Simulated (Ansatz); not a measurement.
C2H6S can be A, `CCS`, or B, `CSC`.

Program: Ansatz. Geometries: PBE0-D4/def2-TZVP. ΔE: electronic, gas phase. CBS: MP2 limit from def2 TZ/QZ plus the TZ coupled-cluster correction, frozen cores. DFT in def2-TZVPP. Each species was taken in one conformer, which may not be the lowest.

A:

```xyz
9

C    -0.724   -0.106    0.627
C     0.319   -0.440   -0.419
S     1.717    0.713   -0.467
H    -0.277   -0.057    1.621
H    -1.513   -0.863    0.638
H    -1.190    0.860    0.422
H     0.781   -1.408   -0.212
H    -0.122   -0.507   -1.416
H     1.009    1.807   -0.794
```

B:

Z-matrix (Å, degrees):
```
C
S 1 1.795
H 1 1.090 2 107.2
H 1 1.092 2 111.2 3 118.7
H 1 1.092 2 111.2 3 -118.7
C 2 1.795 1 99.4 3 -180.0
H 6 1.092 2 111.2 1 61.3
H 6 1.090 2 107.2 1 -180.0
H 6 1.092 2 111.2 1 -61.3
```

(1) Which is lower in electronic energy at CCSD(T)/CBS, and by how much? (Best estimate.)

(2) Give E(B) − E(A) in kcal/mol with MP2/def2-TZVPP, CCSD(T)/def2-TZVPP, B2PLYP, BLYP-D4, CCSD/def2-TZVPP, PBE-D4, HF/def2-TZVPP. (An estimate is asked.)

(3) Does the order hold for the free energy at 298.15 K (harmonic terms from PBE0-D4)? (Best estimate.)

Largest T1 diagnostic: 0.009.

Results:

(1) The calculation gave: A, by 1.7 kcal/mol.

(2) The calculation gave: MP2/def2-TZVPP 1.8, CCSD(T)/def2-TZVPP 2.2, B2PLYP 1.4, BLYP-D4 0.9, CCSD/def2-TZVPP 2.3, PBE-D4 0.9, HF/def2-TZVPP 1.9. None reverses the order clearly.

(3) Ansatz gave: Yes: G(B) − G(A) = +2.4 kcal/mol, for one conformer each.

At CCSD(T), def2-SVP lies +3.3 kcal/mol from the extrapolated value and def2-TZVPP +0.5 kcal/mol. Leaving LDA and LC-ωPBE aside and taking each functional with its dispersion term where it has one, the values, not all of them listed here, spread over 1.0 kcal/mol, from revPBE-D4 to CAM-B3LYP-D4. LDA lies +1.2 kcal/mol from PBE without D4.
